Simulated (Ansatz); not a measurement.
Cartesian coordinates (Å):
SMILES: ClC(Cl)(Cl)Cl
```xyz
5

Cl     1.3812    -1.0934    -0.0667
C      0.0000     0.0000     0.0000
Cl     0.5654     1.6672    -0.0917
Cl    -1.0772    -0.3306    -1.3558
Cl    -0.8694    -0.2432     1.5142
```
Charge 0, spin multiplicity 1.

Method: frozen-core CCSD(T)/cc-pVTZ // PBE0-D3(BJ)/def2-TZVP (Ansatz, an electronic-structure program).

```
Quantity                        Result
----------------------  --------------
HF energy               -1875.91405 Ha
MP2 correlation energy     -0.92585 Ha
```

Task: Estimate the CCSD correlation energy, the (T) correction, the total energy and the T1 diagnostic.

Result: 
```
Quantity                          Value
-----------------------  --------------
CCSD correlation energy     -0.97594 Ha
(T) correction              -0.04643 Ha
CCSD(T) total energy     -1876.93642 Ha
T1 diagnostic                     0.010
```
